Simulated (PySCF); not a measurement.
Open-shell species derived from `O=C1C=CC1`. All by UKS B3LYP (pcH-1 on C H O) in PySCF, non-relativistic with spin–orbit coupling as a perturbation, on GFN2-xTB geometries; isolated species, one conformer each; SCF stability not tested; anions may not bind their extra electron in the gas phase. Couplings are magnitudes for isotopes of over 50 % abundance, averaged over nuclei equivalent by connectivity (but not across a short bond from an atom whose three angles sum to over 350°); populations are Mulliken's. Couplings are sensitive to structure, and on GFN2-xTB geometries they can be far from those on DFT ones, by a factor of two or more for some ions and for spin on atoms past the first row.

```json
{"species": "O=C1C=[C]C1", "change": "H removed from sp2 C", "⟨S²⟩": "0.758", "g1": "2.0015", "g2": "2.0018", "g3": "2.0026", "largest spin population on": "carbon bonded to 2 C (0.93)", "largest couplings": "1 × 1H 20 MHz"}
{"species": "[O-][C]1C=CC1 (charge -1 and doublet state)", "change": "electron added", "⟨S²⟩": "0.758", "g1": "2.0021", "g2": "2.0035", "g3": "2.0045", "largest spin population on": "carbon bonded to 2 C and H (0.68)", "largest couplings": "1 × 1H 29 MHz, 2 × 1H 9 MHz, 1 × 1H 6 MHz"}
```

Problem. Predict the same entries for `O=C1C[CH]C1` [radical] (H added to sp2 C).

Solution. ⟨S²⟩: 0.754; g1: 2.0022; g2: 2.0028; g3: 2.0029; largest spin population on: carbon bonded to 2 C and H (1.02); largest couplings: 4 × 1H 118 MHz, 1 × 1H 66 MHz. The Mulliken spin populations are largest on C4 (+1.02), C5 (-0.09) and C3 (-0.09). No atom but C4 exceeds +0.15. The positive populations add up to 1.23 and the negative ones to -0.23, together 2S = 1. The angles at C4 add up to 360.0°, so it is planar; its axial dipolar tensor and the negative coupling of its proton fit spin in a p orbital normal to that plane. (Numbering: [O:1]=[C:2]1[CH2:3][CH:4][CH2:5]1 (hydrogens: H6, H7 on C3; H8 on C4; H9, H10 on C5).)

Problem. Which has the highest and which the lowest g_iso, and which the widest g anisotropy?

Solution. Highest: [O-][C]1C=CC1 (charge -1 and doublet state) (2.0034, largest spin population on carbon bonded to 2 C and H). Lowest: O=C1C=[C]C1 (2.0020, largest spin population on carbon bonded to 2 C). Widest: [O-][C]1C=CC1 (charge -1 and doublet state), g3 − g1 = 0.0024, which alone would spread the powder pattern at 94 GHz over 4.0 mT.

Problem. How many first-order lines does each doublet give under fast tumbling, over what width, and where is its centre at 9.5 GHz?

Solution. 
```tsv
species	lines	width (mT)	centre (mT)
O=C1C[CH]C1	10	19.3	338.93
O=C1C=[C]C1	2	0.7	339.04
[O-][C]1C=CC1 (charge -1 and doublet state)	12	1.9	338.80
```

Splittings under 0.05 mT aren't counted.

The drawing needn't show where the spin sits: the atom drawn as the radical centre holds a spin population of 0.17 in [O-][C]1C=CC1 (charge -1 and doublet state).
